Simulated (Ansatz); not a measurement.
# SiH₃O (doublet): from Hartree-Fock to the top rungs at distance O1–H3 along a hydrogen transfer = 1.058 Å, cc-pVDZ

One table from this session's results is given with a row withheld; the runs are named, their logs left out.

Computed with Ansatz 0.2.0, Gaussian basis. Level: cc-pVDZ, core rule «outside noble gas», up to 6 orbitals frozen.

Plan: UHF; CCSD(T) on ROHF; CCSD(T) on UHF; BCCD(T) on ROHF; CISD; CCSDT(Q) on ROHF; CCSDT(Q) on UHF; CASSCF and MRCISD+Q, 3 electrons in 3 orbitals; CASSCF and NEVPT2, 3 electrons in 3 orbitals.

8 further runs of the same task are left out: 1 for a mislabelled method, 7 that didn't finish.

**The geometry**

The geometry derives from fragments relaxed apart (PBE0/def2-TZVP) and kept rigid, so it is no stationary point. A hydrogen atom is moved between rigid fragments.

5 atoms, charge 0, spin multiplicity 2.

Atoms are counted from 1 here; the program's logs count them from 0.

Bond lengths: O1–H2 0.960 Å, O1–H3 1.058 Å, Si4–H5 1.532 Å. Angles: H2–O1–H3 105.1°.

Coordinates:

| atom | x (Å) | y (Å) | z (Å) |
| --- | --- | --- | --- |
| O1 | -1.9341 | 0.0118 | 0.0000 |
| H2 | -2.1834 | 0.9384 | 0.0000 |
| H3 | -0.8761 | 0.0118 | 0.0000 |
| Si4 | 1.1559 | 0.0118 | 0.0000 |
| H5 | 1.5523 | -1.4677 | 0.0000 |

Set-up of the first run:

in.yaml reads:

```yaml
crystal:
  periodic: [false, false, false]
  atoms:
    - {symbol: O, position_ang: [-1.934110, 0.011831, 0.000000]}
    - {symbol: H, position_ang: [-2.183419, 0.938406, 0.000000]}
    - {symbol: H, position_ang: [-0.876110, 0.011831, 0.000000]}
    - {symbol: Si, position_ang: [1.155890, 0.011831, 0.000000]}
    - {symbol: H, position_ang: [1.552325, -1.467683, 0.000000]}
basis:
  gaussian: {orbitals: cc-pVDZ}
magnetization: {spin_polarized: true, initial_magnetization: 1}
hamiltonian: {xc: hf}
output: {orbitals: {seedname: orbitals}}
```

Command:

```
ansatz run in.yaml --threads 1 --pin off --events-out ev --progress --plain --max-ram 2393MiB
```

Among the steps run: UHF; CCSD(T) on ROHF; CCSD(T) on UHF; BCCD(T) on ROHF; CISD; CCSDT(Q) on ROHF; CCSDT(Q) on UHF; CASSCF and MRCISD+Q, 3 electrons in 3 orbitals; CASSCF and NEVPT2, 3 electrons in 3 orbitals.

One of the session's tables, all rows but one given; the rest of the session is left out.

| method | from UCCSDT(Q) (meV) |
| --- | --- |
| ROHF | +8737.5 |
| UHF | +8598.9 |
| RMP2 | +1067.5 |
| UMP2 | +1089.7 |
| CISD | +968.9 |
| RCCSD | +206.7 |
| UCCSD | ? |
| RCCSD(T) | +40.6 |
| UCCSD(T) | +40.4 |
| BCCD(T) | +40.7 |
| RCCSDT | +18.8 |
| UCCSDT | +18.5 |
| RCCSDT(Q) | +0.5 |
| UCCSDT(Q) | 0 |
| CASSCF pair | +8117.7 |
| MRCISD pair | +861.4 |
| MRCISD+Q pair | +113.9 |

Estimate the missing values for UCCSD.

The run gave: from UCCSDT(Q) (meV): +202.6. In the column «from UCCSDT(Q) (meV)» it lies between MRCISD+Q pair (+113.9) and RCCSD (+206.7).

Among the levels timed on like hardware and quicker than the yardstick, those that no quicker one beats, quickest first: MRCISD+Q pair (2 s, +113.9 meV); BCCD(T) (3.6 s, +40.7 meV); RCCSD(T) (6 s, +40.6 meV); UCCSD(T) (7.5 s, +40.4 meV).

Not comparable, so not listed: CASSCF and NEVPT2, 3 electrons in 3 orbitals (they don't share determinant, frozen orbitals or solution with the rows shown, or repeat one).

Caveats from the session: Restricted and unrestricted rows rest on different reference determinants; where their highest levels disagree by more than a few hundredths of an eV, they describe different states and don't form one ladder. Warnings in the runs' records: passed over end.
